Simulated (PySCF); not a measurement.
## A PySCF run on NO

State: ²Π (doublet), unpaired electrons π ↑.

An equivalent input (the run itself took its basis sets from the Basis Set Exchange, started from a PBE0 density and held the occupation σ 5α 5β, πx 2α 1β, πy 1α 1β):

```python
from pyscf import gto, dft
mol = gto.M(atom='N 0 0 0; O 0 0 1.143', basis={'N': 'cc-pVTZ', 'O': 'cc-pVTZ'},
            charge=0, spin=1, verbose=4, symmetry='C2v')
mf = dft.UKS(mol, xc='PBE')
mf.grids.atom_grid = (80, 434)
mf.grids.prune = dft.gen_grid.treutler_prune
mf.irrep_nelec = {'A1': (5, 5), 'B1': (2, 1), 'B2': (1, 1)}
mf.conv_tol = 1e-9
mf.max_cycle = 60
mf.diis_space = 10
mf.kernel()
```

The log (some set-up lines and the per-cycle HOMO/LUMO lines removed):

```
******** <class 'pyscf.dft.uks_symm.SymAdaptedUKS'> ********
method = SymAdaptedUKS
damping factor = 0
level_shift factor = 0
DIIS = <class 'pyscf.scf.diis.CDIIS'>
diis_start_cycle = 1
diis_space = 10
diis_damp = 0
SCF conv_tol = 1e-09
SCF conv_tol_grad = None
SCF max_cycles = 60
number electrons alpha = 8  beta = 7
Set gradient conv threshold to 3.16228e-05
init E= -129.80699796988
cycle= 1 E= -129.807900019883  delta_E= -0.000902  |g|= 0.0404  |ddm|= 0.156
cycle= 2 E= -129.801740718436  delta_E= 0.00616  |g|= 0.138  |ddm|= 0.16
cycle= 3 E= -129.808519150078  delta_E= -0.00678  |g|= 0.00602  |ddm|= 0.119
cycle= 4 E= -129.808532708195  delta_E= -1.36e-05  |g|= 0.00111  |ddm|= 0.0116
cycle= 5 E= -129.808533184283  delta_E= -4.76e-07  |g|= 0.000274  |ddm|= 0.00172
cycle= 6 E= -129.808533218474  delta_E= -3.42e-08  |g|= 6.38e-05  |ddm|= 0.000335
cycle= 7 E= -129.80853322162  delta_E= -3.15e-09  |g|= 1.89e-05  |ddm|= 0.000144
cycle= 8 E= -129.808533221989  delta_E= -3.7e-10  |g|= 4.57e-06  |ddm|= 5.78e-05
Extra cycle  E= -129.808533221914  delta_E= 7.53e-11  |g|= 1.56e-05  |ddm|= 1.77e-05
converged SCF energy = -129.808533221914  <S^2> = 0.7517432  2S+1 = 2.0017424
```

Repeating this along the bond gives Re = 1.159 Å and ωe = 1891 cm⁻¹.

A point of this curve took 0.38 CPU seconds beside 0.071 for the integrals, on Intel Xeon 6975P-C (shared host).

The state is the lowest determinant that a PBE0 search found; another state may lie lower at other levels.
